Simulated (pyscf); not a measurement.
H₃C–Br + Cl• → Cl–CH₂–Br + H•, a substitution at C (doublet surface; C–H broken, C–Cl formed). Single points on ωB97X-D3(BJ)/def2-SVP structures (PySCF, gas phase). Correlated levels are frozen-core, on RHF or UHF. ΔMP2 is the change of the MP2 total energy from the triple- to the quadruple-zeta basis. Energies in eV from the separated reactants.

Small-basis levels: PySCF, no dispersion term, spherical d functions. Open shells are spin-unrestricted. 

### Question
Quick HF/6-31G*+LANL2DZ single points give ΔE‡ = 3.37 eV and ΔE = +1.63 eV. What does CCSD(T)/def2-TZVPP + ΔMP2(QZVPP) give, and how far is the quick result from it?

### Answer
CCSD(T)/def2-TZVPP + ΔMP2(QZVPP) gives ΔE‡ = 2.20 eV and ΔE = +1.14 eV. HF/6-31G*+LANL2DZ lies 1.17 eV over it in the barrier and 0.49 eV over it in the reaction energy, so on this step it does not hold to within 0.13 eV. CCSD(T)/def2-TZVPP + ΔMP2(QZVPP) has limits of its own. On the reactant side the descent ends in what is likely a three-electron adduct, which functionals tend to overbind, 0.41 eV under the separated species and 2.57 eV under the saddle at ωB97X-D3(BJ)/def2-TZVP. The same reactants have a lower exit, to •H₂C–Br + HCl (barrier +0.20 eV at ωB97M-D3(BJ)/def2-TZVP, against +2.18 eV here). One saddle was located; it need not be the lowest between these sides. The angle at the attacked C is 166°. The CCSD(T) − MP2 part came from Ansatz, without density fitting, on the same reference. The frozen core leaves the outer d or s,p core shells of the metals and heavy elements correlated in the MP2 and CC values, and def2-TZVPP describes them poorly, which can shift differences by a few kcal/mol. Left out: the spin-orbit lowering of Cl. In the def2 sets elements up to Kr have no core potential.
